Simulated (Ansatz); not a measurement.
System: CdCl2 (R-3m, No. 166). Method: LDA (plane waves, PAW; Ansatz, a program for electronic structure).

Settings: plane-wave cutoff 520 eV, 10×10×10 k mesh, Fermi–Dirac smearing 0.01 eV, scalar-relativistic PAW data made under PBE.

Cell (relaxed at this level):

CdCl₂ is modelled in the trigonal space group R-3m, hexagonal axes (No. 166), Pearson symbol hR3. Cell: a = b = 3.767 Å, c = 17.009 Å, α = β = 90.00°, γ = 120.00°. Cd on 3a is surrounded by 6 Cl at 2.595 Å (octahedral). Cl on 6c is surrounded by 3 Cd at 2.595 Å (trigonal pyramidal). (Neighbours: up to the widest gap in distance over summed covalent radii, below 1.35, at either atom; cation-cation and far metal-metal contacts left out.)
(The calculation used a cell of 3 atoms; values per cell refer to that cell.)

Problem. Give the computed band gap and bulk modulus.

Solution. 
- band gap: 3.33 eV (on the SCF k mesh)
- bulk modulus: 21.6 GPa

Measured, for comparison: band gap 5.7 eV (temperature not stated, no zero-point or thermal correction, compiled measured gap; kind and temperature not stated; as tabulated in Kothakonda et al. (2022), arXiv:2208.02841).

Note: the bulk modulus is −V dP/dV from two relaxed cells at ±2 % in volume; the volume lies 7 % below that of the published cell.

Spin–orbit coupling is not included.

The computed numbers hold no vibrational or temperature effects.
